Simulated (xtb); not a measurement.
Na, charge -2, doublet (GFN-xTB shapes and energies of metal compounds can be far from the true ones) (a state made from the parent by changing its charge; the spin is typed, not shown lowest); GFN0-xTB in xtb 6.7.1.

xtb was given this input:
```
$ xtb mol.xyz --gfn 0 --chrg -2 --uhf 1 --json

# file mol.xyz
1

Na     0.00000000     0.00000000     0.00000000
```

Output, abridged:

```
   ID    Z sym.   atoms
    1   11 Na     1

           -------------------------------------------------
          |                Calculation Setup                |
           -------------------------------------------------

           -------------------------------------------------
          |                 G F N 0 - x T B                 |
           -------------------------------------------------

          ...................................................
          :                      SETUP                      :
          :.................................................:
          :  # basis functions                   4          :
          :  # atomic orbitals                   4          :
          :  # shells                            2          :
          :  # electrons                         3          :
          :  electronic temp.          300.0000000     K    :
          :  accuracy                    1.0000000          :
          :  -> integral cutoff          0.2500000E+02      :
          :  -> integral neglect         0.1000000E-07      :
          ...................................................

         :::::::::::::::::::::::::::::::::::::::::::::::::::::
         ::                     SUMMARY                     ::
         :::::::::::::::::::::::::::::::::::::::::::::::::::::
         :: total energy              -0.212105785686 Eh    ::
         :: gradient norm              0.000000000000 Eh/a0 ::
         :: HOMO-LUMO gap              0.000000000000 eV    ::
         ::.................................................::
         :: H0 energy                 -0.341066850159 Eh    ::
         :: repulsion energy           0.000000000000 Eh    ::
         :: electrostat energy         0.128961064473 Eh    ::
         :: -> Gsolv                   0.000000000000 Eh    ::
         ::    -> Gsasa                0.000000000000 Eh    ::
         ::    -> Gshift               0.000000000000 Eh    ::
         :: dispersion energy          0.000000000000 Eh    ::
         :: short-range corr.          0.000000000000 Eh    ::
         :: add. restraining           0.000000000000 Eh    ::
         :: total charge              -2.000000000000 e     ::
         :::::::::::::::::::::::::::::::::::::::::::::::::::::

           -------------------------------------------------
          |                Property Printout                |
           -------------------------------------------------

    * Orbital Energies and Occupations

         #    Occupation            Energy/Eh            Energy/eV
      -------------------------------------------------------------
         1        1.0000           -0.1124795              -3.0607
         2        1.0000           -0.1124795              -3.0607 (HOMO)
         3        1.0000           -0.1124795              -3.0607 (LUMO)
         4                         -0.0140644              -0.3827
      -------------------------------------------------------------
                  HL-Gap            0.0000000 Eh            0.0000 eV
             Fermi-level            0.0000000 Eh            0.0000 eV

     #   Z          covCN         q      C6AA      α(0)
     1  11 Na       0.000    -2.000  2702.961   213.685

 Mol. C6AA /au·bohr⁶  :       2702.960966
 Mol. C8AA /au·bohr⁸  :     351710.570381
 Mol. α(0) /au        :        213.684638

Wiberg/Mayer (AO) data.
largest (>0.10) Wiberg bond orders for each atom

 ---------------------------------------------------------------------------
     #   Z sym  total        # sym  WBO       # sym  WBO       # sym  WBO
 ---------------------------------------------------------------------------
     1  11 Na   0.000
 ---------------------------------------------------------------------------

 dipole moment from electron density (au)
     X       Y       Z
   0.0000   0.0000   0.0000  total (Debye):    0.000

           -------------------------------------------------
          | TOTAL ENERGY               -0.212105785686 Eh   |
          | GRADIENT NORM               0.000000000000 Eh/α |
          | HOMO-LUMO GAP               0.000000000000 eV   |
           -------------------------------------------------

normal termination of xtb
```
